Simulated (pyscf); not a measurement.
Thermochemistry of product channels of `[OH][Al]([F])[F]` + `[H][H]` on the singlet surface, in eV, from ωB97M-D3(BJ)/def2-TZVP energies (ideal gas, 1 atm, RRHO with modes under 100 cm⁻¹ raised to 100, one conformer, R ln 2 for rigid chiral ones). Optimised with ωB97X-D3(BJ)/def2-SVP in PySCF.

```
products                    ΔE  ΔH(298 K)  ΔG(298 K)  ΔG(1200 K)
-----------------------  -----  ---------  ---------  ----------
`[OH][AlH][F]` + `[FH]`  +1.59      +1.67      +1.60       +1.47
`[OH2]` + `[F][AlH][F]`  +1.12      +1.22      +1.15       +1.06
```

These are energies of the channels, which say nothing of barriers.
